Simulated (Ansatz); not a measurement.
Born–Oppenheimer molecular dynamics of H₆N₂Si (9 atoms, charge 0, multiplicity 1). It starts from a relaxed structure.

The calculation used Ansatz 0.2.0, RKS B3LYP-D4/6-31G*.

| Item | Value |
| --- | --- |
| ensemble | NVT, Nosé–Hoover chain |
| time step | 0.5 fs |
| steps asked | 500 |
| set temperature | 300 K |
| thermostat | time constant 100 fs, chain length 3 (defaults) |
| seed | 496681 |

First frame:

```xyz
9
Properties=species:S:1:pos:R:3
Si 0.002 -0.095 0.057
N -0.034 -0.097 1.783
H -0.909 -0.017 2.285
H 0.736 0.299 2.305
H 1.464 -0.092 -0.250
H -0.606 1.069 -0.657
N -0.942 -1.429 -0.500
H -0.703 -2.379 -0.242
H -1.391 -1.388 -1.405
```

(1) How far do the bonds stretch over the last three quarters of this one trajectory? (Pairs bonded in most of those frames.)

Results:

(1) 
| bond | mean (Å) | spread (Å) | shortest | longest |
| --- | --- | --- | --- | --- |
| Si1–N2 | 1.738 | 0.032 | 1.68 | 1.79 |
| Si1–H5 | 1.493 | 0.006 | 1.48 | 1.51 |
| Si1–H6 | 1.495 | 0.024 | 1.46 | 1.55 |
| Si1–N7 | 1.739 | 0.036 | 1.66 | 1.82 |
| N2–H3 | 1.014 | 0.007 | 1.00 | 1.03 |
| N2–H4 | 1.014 | 0.006 | 1.00 | 1.03 |
| N7–H8 | 1.015 | 0.016 | 0.98 | 1.05 |
| N7–H9 | 1.015 | 0.023 | 0.98 | 1.05 |

Mean temperature of the second half: 263 K. The conserved energy stayed within 0.17 meV per atom of its start (net change 0.064 meV per atom), so the integration is sound. The mean temperature of the second half is 12 % below the set value. A run of 0.25 ps of so small a system gives no equilibrium averages.

Run time: 14 min on 1 thread of Arm Neoverse V2 (shared host), peak memory 0.11 GiB.
